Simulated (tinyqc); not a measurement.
Inside a calculation. Method: RKS/BLYP in the sto-6g basis, for BH, spin multiplicity 1. One step of it, computed by the program tinyqc.

Problem. Iteration 1: building the Kohn-Sham matrix. J_ij = sum D_kl (ij|kl); F = H + J + V_xc; E = tr D H + tr D J / 2 + E_xc + E_nn.

D at the start:
```
,1B 1s,1B 2s,1B 2px,1B 2py,1B 2pz,2H 1s
1B 1s,2.154088,-0.584198,0.000000,0.000000,-0.016623,0.042162
1B 2s,-0.584198,2.211715,0.000000,0.000000,0.070495,-0.139950
1B 2px,0.000000,0.000000,0.000000,0.000000,0.000000,0.000000
1B 2py,0.000000,0.000000,0.000000,0.000000,0.000000,0.000000
1B 2pz,-0.016623,0.070495,0.000000,0.000000,2.081697,-0.166275
2H 1s,0.042162,-0.139950,0.000000,0.000000,-0.166275,0.021462
```

core Hamiltonian H = T + V (hartree):
```
,1B 1s,1B 2s,1B 2px,1B 2py,1B 2pz,2H 1s
1B 1s,-12.747384,-3.158307,0.000000,0.000000,-0.009064,-0.234001
1B 2s,-3.158307,-3.677444,0.000000,0.000000,-0.086321,-0.732962
1B 2px,0.000000,0.000000,-2.909406,0.000000,0.000000,0.000000
1B 2py,0.000000,0.000000,0.000000,-2.909406,0.000000,0.000000
1B 2pz,-0.009064,-0.086321,0.000000,0.000000,-2.961423,-0.783324
2H 1s,-0.234001,-0.732962,0.000000,0.000000,-0.783324,-1.983429
```

Two-electron integrals (ij|kl) in chemists' order, unique and non-zero (hartree):
```
i,j,k,l,(ij|kl)
1,1,1,1,2.924993
2,1,1,1,0.480756
2,1,2,1,0.099484
2,2,1,1,0.743449
2,2,2,1,0.188967
2,2,2,2,0.544922
3,1,3,1,0.021096
3,2,3,1,0.030854
3,2,3,2,0.120443
3,3,1,1,0.743450
3,3,2,1,0.188967
3,3,2,2,0.544922
3,3,3,3,0.587109
4,1,4,1,0.021096
4,2,4,1,0.030854
4,2,4,2,0.120443
4,3,4,3,0.031641
4,4,1,1,0.743450
4,4,2,1,0.188967
4,4,2,2,0.544922
4,4,3,3,0.523827
4,4,4,4,0.587109
5,1,5,1,0.021096
5,2,5,1,0.030854
5,2,5,2,0.120443
5,3,5,3,0.031641
5,4,5,4,0.031641
5,5,1,1,0.743450
5,5,2,1,0.188967
5,5,2,2,0.544922
5,5,3,3,0.523827
5,5,4,4,0.523827
5,5,5,5,0.587109
6,1,1,1,0.036193
6,1,2,1,0.007275
6,1,2,2,0.013772
6,1,3,3,0.013699
6,1,4,4,0.013699
6,1,5,1,0.000576
6,1,5,2,0.001118
6,1,5,5,0.013918
6,1,6,1,0.000552
6,2,1,1,0.116716
6,2,2,1,0.030362
6,2,2,2,0.100252
6,2,3,3,0.097203
6,2,4,4,0.097203
6,2,5,1,0.003475
6,2,5,2,0.022759
6,2,5,5,0.106352
6,2,6,1,0.002378
6,2,6,2,0.029593
6,3,3,1,0.002690
6,3,3,2,0.013271
6,3,5,3,0.003923
6,3,6,3,0.002647
6,4,4,1,0.002690
6,4,4,2,0.013271
6,4,5,4,0.003923
6,4,6,4,0.002647
6,5,1,1,0.123223
6,5,2,1,0.032415
6,5,2,2,0.112097
6,5,3,3,0.106571
6,5,4,4,0.106571
6,5,5,1,0.005746
6,5,5,2,0.035768
6,5,5,5,0.123149
6,5,6,1,0.002633
6,5,6,2,0.038314
6,5,6,5,0.051288
6,6,1,1,0.302425
6,6,2,1,0.080061
6,6,2,2,0.297954
6,6,3,3,0.283477
6,6,4,4,0.283477
6,6,5,1,0.008906
6,6,5,2,0.080385
6,6,5,5,0.326906
6,6,6,1,0.006313
6,6,6,2,0.124221
6,6,6,5,0.172588
6,6,6,6,0.774999
```

nuclear repulsion = 1.51453123 hartree

V_xc (hartree):
```
,1B 1s,1B 2s,1B 2px,1B 2py,1B 2pz,2H 1s
1B 1s,-1.925560,-0.266812,0.000000,0.000000,-0.000387,-0.021139
1B 2s,-0.266812,-0.456470,0.000000,0.000000,-0.000784,-0.076844
1B 2px,0.000000,0.000000,-0.425687,0.000000,0.000000,0.000000
1B 2py,0.000000,0.000000,0.000000,-0.425687,0.000000,0.000000
1B 2pz,-0.000387,-0.000784,0.000000,0.000000,-0.518084,-0.085547
2H 1s,-0.021139,-0.076844,0.000000,0.000000,-0.085547,-0.181935
```

E_xc = sum of w rho eps_xc = -4.60287267 hartree

Give: Coulomb J; Kohn-Sham matrix F; total energy of this density.

Solution.

Coulomb J (hartree):
```
,1B 1s,1B 2s,1B 2px,1B 2py,1B 2pz,2H 1s
1B 1s,8.8668,1.7137,0.0000,0.0000,0.0010,0.1277
1B 2s,1.7137,3.6625,0.0000,0.0000,-0.0005,0.6440
1B 2px,0.0000,0.0000,3.6209,0.0000,0.0000,0.0000
1B 2py,0.0000,0.0000,0.0000,3.6209,0.0000,0.0000
1B 2pz,0.0010,-0.0005,0.0000,0.0000,3.7455,0.7128
2H 1s,0.1277,0.6440,0.0000,0.0000,0.7128,1.8335
```

Kohn-Sham matrix F (hartree):
```
,1B 1s,1B 2s,1B 2px,1B 2py,1B 2pz,2H 1s
1B 1s,-5.8061,-1.7114,0.0000,0.0000,-0.0084,-0.1275
1B 2s,-1.7114,-0.4715,0.0000,0.0000,-0.0876,-0.1658
1B 2px,0.0000,0.0000,0.2858,0.0000,0.0000,0.0000
1B 2py,0.0000,0.0000,0.0000,0.2858,0.0000,0.0000
1B 2pz,-0.0084,-0.0876,0.0000,0.0000,0.2660,-0.1560
2H 1s,-0.1275,-0.1658,0.0000,0.0000,-0.1560,-0.3319
```

total energy of this density = -24.450104 hartree
